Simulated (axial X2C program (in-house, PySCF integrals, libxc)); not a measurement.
## Levels of AlCl⁻ by electron attachment to AlCl (EOM-EA-CCSD)

Computed with an axial X2C code built on PySCF integrals: two-component X2C with atomic mean-field Coulomb and Gaunt terms, Gaussian nuclei, basis Cl dyall-av3z, Al dyall-av3z with contracted cores.

R = 1.985 Å (0.920 times 2.158 Å, the PBE0 minimum at charge 0 for the lowest determinant).

Levels of AlCl⁻ obtained by attaching an electron to AlCl:

```tsv
Ω	binding energy (eV)	above lowest (cm⁻¹)	attached spinor	one-particle weight
1/2	-0.177	0	82% Al pπ, 7% Cl pπ	0.96
3/2	-0.184	54	82% Al pπ, 7% Cl pπ	0.96
1/2	-0.610	3490	94% Al pσ	0.99
1/2	-0.775	4823	90% Al sσ	0.99
1/2	-1.017	6774	89% Al pπ	0.97
3/2	-1.021	6802	89% Al pπ	0.97
1/2	-2.249	16709	61% Al dσ, 17% Al pσ, 11% Cl pσ	0.97
```

(1) Take the first Ω = 1/2 and Ω = 3/2 rows of π character: how far apart are they, and which lies lower?

Negative binding energies belong to unbound states, resonances or levels that the basis set holds; within some tenths of an eV of zero the sign is not settled.

This point took 14 s on 1 thread of Intel(R) Xeon(R) Processor @ 2.30GHz, on a shared host.

Reference electrons by ω block (each with its −ω partner): 1/2: 12, 3/2: 3. 10 electrons of AlCl correlated (inner shells frozen), 92 natural virtual spinors (a truncated set); levels can be off by some tenths of an eV. Roots sought by Ω: (1/2: 5, 3/2: 4, 5/2: 2, 7/2: 1); rows need 60 % one-particle weight and stop where some Ω has no more roots. Missing are any skipped roots, higher Ω and states of a further excitation; these come out far too high here and may in truth be low or lowest. T1 of the reference 0.011 (Lee–Taylor). Number of frozen shells: Cl 2 s, 1 p; Al 2 s, 1 p.

## Answers

(1) E(3/2) − E(1/2) = 54 − 0 = 54 cm⁻¹ at EOM-EA-CCSD: regular, Ω = 1/2 lower. Splittings at this level can be off by ten to twenty per cent.
